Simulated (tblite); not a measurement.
A geometry optimisation, step by step.

C4H5P.
SMILES with atom numbers: `[CH:1]#[C:2][CH2:3][P:4]=[CH2:5]` (hydrogens: H6 on C1; H7, H8 on C3; H9, H10 on C5)

Computed with GFN2-xTB (tblite), gas phase: L-BFGS steps from a force-field or distance-geometry start until the largest atomic force falls under 0.01 eV/Å. 9 of its 111 geometries are shown.

Step 0: E = -367.0472 eV, largest atomic force 2.484 eV/Å
```
atom  x, y, z in Å  |  force x, y, z in eV/Å
C1     -2.008    1.118    0.047   -0.344   0.497  -0.104
C2     -1.339    0.125    0.121    0.473  -0.810  -0.268
C3     -0.494   -1.101    0.210   -1.478   1.154  -0.982
P4      1.218   -0.615    0.761    1.048  -0.878   2.074
C5      2.075    0.407   -0.221   -0.960  -0.022  -0.784
H6     -2.628    1.994   -0.040    0.589  -0.788   0.134
H7     -0.469   -1.635   -0.772   -0.090   0.390   0.559
H8     -1.009   -1.742    0.961    0.757   0.210  -0.312
H9      1.585    0.730   -1.130    0.492   0.378  -0.174
H10     3.078    0.724    0.042   -0.486  -0.131  -0.142
```

Step 14: E = -367.4354 eV, largest atomic force 0.264 eV/Å
```
atom  x, y, z in Å  |  force x, y, z in eV/Å
C1     -1.973    1.127    0.017    0.170  -0.198   0.040
C2     -1.272    0.157    0.096   -0.015   0.082  -0.048
C3     -0.446   -1.026    0.209   -0.164   0.062  -0.119
P4      1.270   -0.683    0.917   -0.095  -0.008  -0.007
C5      1.934    0.335   -0.215   -0.064  -0.027   0.006
H6     -2.600    1.967   -0.042    0.050  -0.017  -0.022
H7     -0.337   -1.516   -0.770    0.001   0.126   0.172
H8     -0.947   -1.719    0.893    0.026  -0.073  -0.029
H9      1.438    0.697   -1.108    0.129  -0.065   0.206
H10     2.943    0.665   -0.020   -0.039   0.117  -0.200
```

Step 28: E = -367.4543 eV, largest atomic force 0.045 eV/Å
```
atom  x, y, z in Å  |  force x, y, z in eV/Å
C1     -1.930    1.135    0.024    0.029   0.003  -0.020
C2     -1.265    0.143    0.114    0.014   0.013  -0.005
C3     -0.444   -1.035    0.217   -0.006  -0.016   0.003
P4      1.252   -0.670    0.966    0.018  -0.014   0.011
C5      1.897    0.329   -0.195   -0.023   0.003  -0.007
H6     -2.524    1.993   -0.072   -0.012   0.017   0.022
H7     -0.296   -1.470   -0.777    0.018  -0.016   0.013
H8     -0.937   -1.774    0.854   -0.038  -0.024   0.006
H9      1.358    0.645   -1.073    0.020   0.010  -0.030
H10     2.898    0.709   -0.079   -0.020   0.023   0.006
```

Step 41: E = -367.4572 eV, largest atomic force 0.041 eV/Å
```
atom  x, y, z in Å  |  force x, y, z in eV/Å
C1     -1.890    1.143    0.022    0.001  -0.007  -0.002
C2     -1.253    0.132    0.104   -0.005   0.009  -0.001
C3     -0.447   -1.056    0.215   -0.011  -0.003  -0.016
P4      1.241   -0.664    0.968    0.028   0.012  -0.015
C5      1.871    0.340   -0.197   -0.005   0.011  -0.005
H6     -2.473    2.010   -0.057    0.001   0.012  -0.002
H7     -0.291   -1.500   -0.773    0.002  -0.011   0.009
H8     -0.953   -1.787    0.853    0.008  -0.001   0.000
H9      1.346    0.630   -1.094    0.009  -0.007   0.039
H10     2.857    0.757   -0.065   -0.029  -0.016  -0.007
```

Step 55: E = -367.4583 eV, largest atomic force 0.043 eV/Å
```
atom  x, y, z in Å  |  force x, y, z in eV/Å
C1     -1.863    1.142    0.003    0.016   0.010   0.020
C2     -1.243    0.121    0.085    0.021   0.016   0.034
C3     -0.448   -1.073    0.217    0.010   0.002  -0.011
P4      1.253   -0.692    0.950   -0.013  -0.029   0.006
C5      1.851    0.356   -0.193   -0.020   0.004   0.017
H6     -2.421    2.026   -0.064   -0.018  -0.005  -0.032
H7     -0.295   -1.538   -0.762   -0.015  -0.021  -0.004
H8     -0.957   -1.787    0.871    0.009   0.001  -0.006
H9      1.294    0.679   -1.057    0.001   0.011  -0.020
H10     2.837    0.770   -0.073    0.010   0.011  -0.003
```

Step 69: E = -367.4666 eV, largest atomic force 0.148 eV/Å
```
atom  x, y, z in Å  |  force x, y, z in eV/Å
C1     -1.744    1.143   -0.068   -0.046   0.108  -0.022
C2     -1.183    0.095    0.063    0.078  -0.125   0.014
C3     -0.454   -1.134    0.230    0.010  -0.048   0.015
P4      1.337   -0.868    0.777   -0.016  -0.013  -0.016
C5      1.782    0.425   -0.167   -0.021   0.018   0.011
H6     -2.257    2.049   -0.187   -0.026   0.015   0.002
H7     -0.420   -1.689   -0.715   -0.021   0.013   0.014
H8     -0.947   -1.766    0.978    0.019   0.041  -0.023
H9      1.113    0.935   -0.841    0.006  -0.018   0.005
H10     2.782    0.816   -0.093    0.017   0.008   0.001
```

Step 82: E = -367.4711 eV, largest atomic force 0.032 eV/Å
```
atom  x, y, z in Å  |  force x, y, z in eV/Å
C1     -1.696    1.134   -0.135    0.011   0.023   0.020
C2     -1.150    0.081    0.036   -0.012  -0.009  -0.014
C3     -0.457   -1.162    0.229   -0.005   0.001   0.005
P4      1.392   -0.985    0.584   -0.007   0.002  -0.008
C5      1.760    0.467   -0.135    0.005  -0.007  -0.028
H6     -2.194    2.047   -0.266   -0.014   0.004  -0.012
H7     -0.556   -1.788   -0.665    0.019  -0.011   0.006
H8     -0.898   -1.707    1.070    0.003  -0.003   0.002
H9      1.035    1.089   -0.635    0.010   0.000   0.023
H10     2.773    0.830   -0.103   -0.011   0.000   0.006
```

Step 96: E = -367.4739 eV, largest atomic force 0.111 eV/Å
```
atom  x, y, z in Å  |  force x, y, z in eV/Å
C1     -1.663    1.129   -0.194    0.000   0.009  -0.001
C2     -1.142    0.067    0.000    0.005  -0.011  -0.005
C3     -0.464   -1.178    0.224   -0.004  -0.022   0.009
P4      1.422   -1.073    0.346   -0.009   0.102  -0.043
C5      1.749    0.492   -0.108   -0.004  -0.071   0.051
H6     -2.154    2.041   -0.358   -0.003  -0.001   0.002
H7     -0.687   -1.879   -0.590    0.008   0.012   0.015
H8     -0.817   -1.634    1.157    0.011   0.010  -0.016
H9      0.992    1.213   -0.369    0.008  -0.020  -0.004
H10     2.772    0.828   -0.128   -0.013  -0.008  -0.008
```

Step 110: E = -367.4745 eV, largest atomic force 0.005 eV/Å
```
atom  x, y, z in Å  |  force x, y, z in eV/Å
C1     -1.659    1.125   -0.223    0.001  -0.001   0.000
C2     -1.142    0.063   -0.020   -0.001   0.002   0.000
C3     -0.465   -1.180    0.218   -0.001   0.000   0.000
P4      1.425   -1.102    0.219    0.000   0.005  -0.002
C5      1.749    0.497   -0.087   -0.001  -0.003   0.002
H6     -2.151    2.035   -0.398    0.001  -0.001   0.000
H7     -0.748   -1.913   -0.546    0.001   0.000   0.000
H8     -0.762   -1.587    1.192    0.000   0.000   0.000
H9      0.989    1.246   -0.236    0.001  -0.001   0.000
H10     2.774    0.822   -0.141    0.000   0.000   0.000
```

**Question.** Summarise the path.

**Answer.** The energy falls by 0.4274 eV from step 0 to step 110; nine tenths of that is first reached at step 14. It rises by more than 0.2 meV at steps 71, 74, 80, 83 and 86. The largest force goes from 2.484 to 0.005 eV/Å. Among the bonds C2–C3 changes most, from 1.492 to 1.435 Å; the atoms move by 0.567 Å rms after alignment.

What follows is the cost of the whole relaxation. On an Arm Neoverse V1 with one thread, no GPU, shared host with 64 logical CPUs at a one-minute load of 18, this took 0.42 s of wall time.
